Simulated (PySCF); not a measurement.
C5H10S.
Cartesian coordinates in Å at the PBE0-D3(BJ)/def2-SVP level; atoms count from 1:
```
atom  x, y, z in Å
C1     2.4032   -0.0662    0.6296
C2     1.9605    0.8126   -0.2772
S3     0.5000    0.7994   -1.2329
C4    -0.3667   -0.6757   -0.6334
C5    -1.0769   -0.5015    0.7040
C6    -2.2221    0.4959    0.6590
H7     3.3642    0.0968    1.1223
H8     1.8469   -0.9620    0.9132
H9     2.5615    1.6965   -0.5189
H10   -1.0921   -0.9018   -1.4315
H11    0.3519   -1.5106   -0.6134
H12   -1.4511   -1.4922    1.0171
H13   -0.3446   -0.1958    1.4686
H14   -2.6866    0.6160    1.6489
H15   -1.8650    1.4841    0.3307
H16   -3.0077    0.1726   -0.0432
```

The calculation used core-valence-separated Tamm–Dancoff BHandHLYP/aug-pcX-1 (pcseg-1 on H, def2-SVPD on S) in PySCF, non-relativistic, gas phase, PBE0-D3(BJ)/def2-SVP geometry. No empirical shift is added; at this level the pattern usually sits a few eV under experiment.

The lowest roots of each edge with f over 0.003 (five at most, numbered afresh; weaker and dark ones are left out), with transition dipoles (au) in the frame of the coordinates:

```csv
root,edge,E (eV),μx,μy,μz
1,C,282.77,0.0405,-0.0471,-0.0637
2,C,283.38,-0.0464,0.0498,0.0695
3,C,285.28,0.0344,-0.0113,-0.0034
4,C,285.59,0.0023,0.0352,-0.0318
5,C,285.65,-0.0261,0.0055,-0.0193
```

What are the oscillator strengths?

f = (2/3) ΔE |μ|², with ΔE in hartree (27.2114 eV):

```tsv
root	ΔE (Eh)	|μ|² (au)	f	core hole on
1	10.3916	0.007916	0.055	C1
2	10.4141	0.009463	0.066	C2
3	10.4838	0.001323	0.009	C6
4	10.4953	0.002256	0.016	C5
5	10.4973	0.001084	0.008	C1
```

Molecules are fixed in this frame and the field points along (1, 0, −1)/√2. What effective strengths 3 f cos²θ do the roots have (θ between field and μ)?

root 1 (C1): 0.113, root 2 (C2): 0.140, root 3 (C6): 0.015, root 4 (C5): 0.012, root 5 (C1): 0.000. Root 2 is the strongest. Averaged over all orientations cos²θ is 1/3, which gives f back.

Time: 24 s wall. Hardware: an Arm Neoverse V2 with one thread, no GPU (shared host).

One conformer stands for the species.
